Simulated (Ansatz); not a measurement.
# CP (doublet): wave-function methods side by side at distance C1–P2 = 4.226 Å, 6-31G

Aim: climb from Hartree-Fock through coupled cluster and multireference methods for CP (doublet) at one geometry and basis, and see what each rung misses.

Program: Ansatz 0.2.0, Gaussian basis. Level of theory: 6-31G, core rule «outside noble gas», up to 6 orbitals frozen. These are calculated values, not measurements.

To be run: UHF; CCSD(T) on ROHF; CCSD(T) on UHF; BCCD(T) on ROHF; CISD; CCSDT(Q) on UHF; CISDTQ; CCSDTQ on ROHF; CCSDTQ on UHF; CASSCF and MRCISD+Q, 3 electrons in 3 orbitals; CASSCF and NEVPT2, 3 electrons in 3 orbitals; CASSCF and MRCISD+Q, 9 electrons in 8 orbitals; CASSCF and NEVPT2, 9 electrons in 8 orbitals; Full CI; Full CI in the symmetry of the determinant.

26 further runs of the same task are left out: 10 for a known fault of the program, 13 that didn't finish, 3 set aside as unsound or not needed.

**1. The geometry**

The geometry derives from a PBE0/def2-TZVP stationary point (not a proven minimum). One bond is set to the value named and the two fragments are kept rigid.

2 atoms, charge 0, spin multiplicity 2.

Atoms are counted from 1 here; the program's logs count them from 0.

No contacts short enough for the rule that draws bonds.

Coordinates:

```
C     0.0000    0.0000    0.0000
P     0.0000    0.0000    4.2260
```

**2. UHF**

in.yaml

```yaml
crystal:
  periodic: [false, false, false]
  atoms:
    - {symbol: C, position_ang: [0.000000, 0.000000, 0.000000]}
    - {symbol: P, position_ang: [0.000000, 0.000000, 4.226000]}
basis:
  gaussian: {orbitals: 6-31G}
magnetization: {spin_polarized: true, initial_magnetization: 1}
hamiltonian: {xc: hf}
output: {orbitals: {seedname: orbitals}}
```

On the command line:

```console
> ansatz run in.yaml --threads 1 --pin off --events-out ev --progress --plain --max-ram 2393MiB
```

The runs that follow: CCSD(T) on ROHF; CCSD(T) on UHF; BCCD(T) on ROHF; CISD; CCSDT(Q) on UHF; CISDTQ; CCSDTQ on ROHF; CCSDTQ on UHF; CASSCF and MRCISD+Q, 3 electrons in 3 orbitals; CASSCF and NEVPT2, 3 electrons in 3 orbitals; CASSCF and MRCISD+Q, 9 electrons in 8 orbitals; CASSCF and NEVPT2, 9 electrons in 8 orbitals; Full CI; Full CI in the symmetry of the determinant.

Before running them: what should the planned runs give, taken together? Wanted: FCI below the RHF energy; UMP2 from FCI; UCCSD(T) from FCI; UCCSDT(Q) from FCI; NEVPT2 valence from FCI; MRCISD+Q valence from FCI; T1 diagnostic; effectively unpaired electrons.

The runs gave:

| quantity | value |
| --- | --- |
| FCI below the RHF energy | -6.3545 eV |
| UMP2 from FCI | +511.5 meV |
| UCCSD(T) from FCI | +7.5 meV |
| UCCSDT(Q) from FCI | -0.3 meV |
| NEVPT2 valence from FCI | +364.0 meV |
| MRCISD+Q valence from FCI | -3.7 meV |
| levels within 1 kcal/mol (43 meV) | UCCSD, UCCSD(T), UCCSDT, UCCSDT(Q), UCCSDTQ, MRCISD valence, MRCISD+Q valence |
| T1 diagnostic | 0.470 |
| effectively unpaired electrons | 4.98 |

In words: UCCSD(T) lands +7.5 meV from the yardstick (0.1 % of the correlation energy). MRCISD+Q valence falls below full CI: the +Q correction isn't variational, and the cores differ from full CI's. With 5.0 effectively unpaired electrons against 1 the state is strongly multireference. Coupled cluster on one determinant still stays close here. Of the multireference levels listed MRCISD+Q valence comes nearest in total energy (-3.7 meV), which doesn't show that its space is the better one. The lowest state has another symmetry than the determinant, whose own symmetry lies 0.01 eV higher, so single-reference misses include that gap. Coupled cluster took another determinant than the lowest Hartree-Fock one. These misses are within one basis, not against nature; the frozen cores of restricted and unrestricted runs differ, which can shift their rows.
